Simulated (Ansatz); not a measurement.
Reaction (SMILES): [C]#N (C-N) → CN- (singlet, bonded as N#[C]) (an electron is taken up)
B3LYP-D3(BJ)/def2-TZVP geometries, fixed; electronic energies without zero-point terms; positive where energy is released.
Largest species:
```
C
N 1 1.1622
```
Charge 0, spin multiplicity 2.

Basis-set convergence of the adiabatic electron affinity at wB97M-V with Ansatz (an electronic-structure program). Cartesian d functions, on some or all atoms, in 6-31G**, 6-31+G*; all else is spherical. The program fits the integrals of some runs and decomposes those of others, by size. Open shells are unrestricted. The functional holds VV10 correlation; no added dispersion term, no relativity. Functions are those of the species that has most. Reference: the value in aug-cc-pV5Z, 4.181 eV, itself unsure by roughly 0.005 eV (its mean distance from aug-pcseg-3, aug-cc-pVQZ, def2-QZVPPD). Deviations are taken from unrounded values.

```json
[
 {"basis": "STO-3G", "functions": "10", "adiabatic electron affinity (eV)": "-0.808", "minus reference (eV)": "-4.989"},
 {"basis": "3-21G", "functions": "18", "adiabatic electron affinity (eV)": "2.815", "minus reference (eV)": "-1.366"},
 {"basis": "6-31G", "functions": "18", "adiabatic electron affinity (eV)": "3.218", "minus reference (eV)": "-0.963"},
 {"basis": "6-31G**", "functions": "30", "adiabatic electron affinity (eV)": "3.215", "minus reference (eV)": "-0.966"},
 {"basis": "6-311G**", "functions": "36", "adiabatic electron affinity (eV)": "3.648", "minus reference (eV)": "-0.533"},
 {"basis": "6-31+G*", "functions": "38", "adiabatic electron affinity (eV)": "4.188", "minus reference (eV)": "0.007"},
 {"basis": "6-311+G**", "functions": "44", "adiabatic electron affinity (eV)": "4.217", "minus reference (eV)": "0.036"},
 {"basis": "6-311++G(2d,2p)", "functions": "54", "adiabatic electron affinity (eV)": "4.223", "minus reference (eV)": "0.042"},
 {"basis": "6-311++G(3df,3pd)", "functions": "78", "adiabatic electron affinity (eV)": "4.197", "minus reference (eV)": "0.016"}
]
```

The smallest set listed that lies within 0.1 eV of the reference with all its larger relatives (same family, alike in diffuse functions; a set with none counts only in the reference's own line) is 6-31+G* (38 functions, 0.007 eV off).
